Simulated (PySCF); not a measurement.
## Static response to an electric field

C6H10.
Structure used (GFN2-xTB), in Å, numbered top down from 1:
```
atom  x, y, z in Å
C1     0.4306    2.3624    1.0143
C2     0.2320    1.2783    0.5485
C3    -0.0087   -0.0422   -0.0190
C4    -1.3267   -0.5907    0.5401
C5    -0.0962    0.0823   -1.5445
C6     1.1517   -0.9669    0.3677
H7     0.6049    3.3130    1.4225
H8    -1.2773   -0.6682    1.6242
H9    -1.5252   -1.5784    0.1287
H10   -2.1533    0.0674    0.2807
H11   -0.2764   -0.8941   -1.9900
H12    0.8313    0.4834   -1.9479
H13   -0.9087    0.7488   -1.8262
H14    1.2290   -1.0481    1.4502
H15    2.0931   -0.5772   -0.0149
H16    0.9921   -1.9608   -0.0460
```

Level: CAM-B3LYP/def2-SVPD (PySCF), static field, nuclei fixed, core orbitals frozen in the response. The polarisability tensor in these axes (au):

```
x   64.44  2.91  1.25
y    2.91 79.82  6.84
z    1.25  6.84 66.84
```

**Question.** Diagonalise the tensor; give its mean and Δα, where Δα² is half the sum of the squared differences of the eigenvalues.

**Answer.** Principal values 63.90, 63.91 and 83.29 au; mean 70.37 au = 10.43 Å³ = 11.60 × 10⁻⁴⁰ C²·m²/J; Δα = 19.39 au (28 % of the mean).

**Question.** What is the dipole moment, and where does it point?

**Answer.** (-0.11, -0.63, -0.27) D, 0.69 D in size, pointing from the negative to the positive side. Measured along this direction, the outermost atoms are H7 at the negative end and H16, H11 and H9 at the positive end.

**Question.** How large is μ²/3kT at 400 K beside α?

**Answer.** In Gaussian units μ²/3kT = 2.92 Å³ against 10.43 Å³, a ratio of 0.28; the Debye molar polarisation (4π/3)N_A(α + μ²/3kT) is 33.7 cm³/mol, leaving out the vibrational part.

**Question.** Give the eigenvalues of the traceless quadrupole moment Θ = ½Σq(3rr − r²1), origin at the centre of nuclear charge.

**Answer.** -1.86, -1.86, 3.72 D·Å. The values depend on the origin, since the dipole doesn't vanish. The electronic extent ⟨r²⟩ about the same centre is 619 bohr², a root-mean-square distance of 1.94 Å for the 46 electrons.

**Question.** Molar refractivity from α?

**Answer.** Lorentz–Lorenz: R = (4π/3)N_A α = 2.5225 cm³/(mol·Å³) × 10.43 Å³ = 26.3 cm³/mol, in the limit of long wavelengths.

**Question.** What depolarisation ratio follows for Rayleigh scattering of linearly polarised light, taking the static tensor?

**Answer.** ρ = 3Δα²/(45ᾱ² + 4Δα²) = 1128.0/(222810 + 1504.0) = 0.00503.

Geometry: GFN2-xTB; no solvent, vibrations or thermal averaging.

These values come from a run that also computed excited states. On one thread, x86-64 server, shared host, this took 24 s of wall time.
